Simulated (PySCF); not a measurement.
Gas-phase reaction: C4H8 (isobutene) + 2 H2 ⇌ 4 CH3

Energies from PySCF (xtb for GFN2), thermal terms from the rigid-rotor harmonic-oscillator model, ideal gas at 1 bar. Table values come from the NASA 1993 polynomials. † marks an energy on the PBE0/def2-TZVP geometry and frequencies; other levels use their own. CCSD(T) freezes the core. Open shells (unrestricted): CH3 (multiplicity 2); the rest are closed-shell singlets. GFN2 has no spin-polarisation term. CCSD(T) isn't extrapolated to the basis-set limit.

Levels: a) BLYP/def2-TZVP†; b) M06-2X/def2-TZVP†; c) GFN2-xTB; d) CCSD(T)/def2-SVP†; e) r2SCAN/def2-TZVP†.

**Question.** Order the levels by the distance of their ΔH°(298 K) from the table for this reaction, closest first.

**Answer.** b (+4 kJ), d (-25 kJ), a (-48 kJ), e (-76 kJ), c (+245 kJ)

The table gives 605 kJ. The order holds for this reaction alone, and for the 1993 entries, some of which have been revised since.
